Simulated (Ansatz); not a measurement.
The same path of C$_{2}$H$_{7}$Al (10 atoms, charge 0, multiplicity 1) was run twice with different band settings. Lost on the way: Al1–C2, Al1–H6. Made: C2–H6.

Method: RKS PBE0/6-31G* in Ansatz 0.2.0.

Relaxed end points:

```xyz
10
Properties=species:S:1:pos:R:3
Al 0.486 0.062 -0.145
C 0.930 -0.020 1.767
H 0.055 -0.131 2.417
H 1.607 -0.860 1.977
H 1.466 0.884 2.086
H 1.690 0.189 -1.198
C -1.370 -0.016 -0.787
H -1.844 -0.967 -0.508
H -1.986 0.773 -0.334
H -1.449 0.084 -1.875
```

```xyz
10
Properties=species:S:1:pos:R:3
Al 0.049 0.996 -1.664
C 1.405 -0.182 1.719
H 0.359 -0.440 1.530
H 1.731 -0.660 2.647
H 1.505 0.902 1.815
H 2.029 -0.534 0.893
C -1.615 0.117 -0.988
H -1.444 -0.935 -0.710
H -2.020 0.620 -0.097
H -2.415 0.117 -1.745
```

Common settings: spring 5.0 eV/Å²; optimiser quadratic models (default); start path through a guess of the saddle point; force threshold 0.05 eV/Å; iteration limit 60; end points relaxed.

| run | movable images | climbing image |
| --- | --- | --- |
| 1 | 5 | yes |
| 2 | 8 | no |

Question: What does each run give, and how far can it be trusted?

Answer: Run 1: converged after 16 iterations, highest image 3.144 eV above the first end. Neighbouring images differ by up to 3.1 eV, so the band resolves the path poorly. A vibrational analysis at the climbing image gives one clearly imaginary mode, 1284i cm⁻¹: a first-order saddle point.
Run 2: converged after 17 iterations, highest image 2.771 eV above the first end. Neighbouring images differ by up to 2.1 eV, so the band resolves the path poorly. No image climbed, so the highest image needn't sit at the top of the path.
The orbitals stay closed-shell, which can raise the energy where a bond breaks towards radicals; this wasn't checked here.
